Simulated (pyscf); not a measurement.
Optimised with ωB97X-D3(BJ)/def2-SVP in PySCF. Correlated levels are frozen-core, on RHF or UHF. ΔMP2 is the change of the MP2 total energy from the triple- to the quadruple-zeta basis.

**Question.** How much does it cost (ΔH, 298 K, CCSD(T)/def2-TZVPP + ΔMP2(QZVPP)) to split HO–Zn–SH at its O–Zn bond into OH• + [HS–Zn]•?

**Answer.** O–Zn to OH• + [HS–Zn]•: 100.7 kcal/mol. The radicals are drawn with the spin at the cut bond; how far it spreads was not checked. The CCSD(T) − MP2 part came from Ansatz, without density fitting, on the same reference. The frozen core leaves the outer d or s,p core shells of the metals and heavy elements correlated in the MP2 and CC values, and def2-TZVPP describes them poorly, which can shift differences by a few kcal/mol. Left out: the spin-orbit lowering of OH. Elements up to Kr have no core potential and no relativistic terms here.
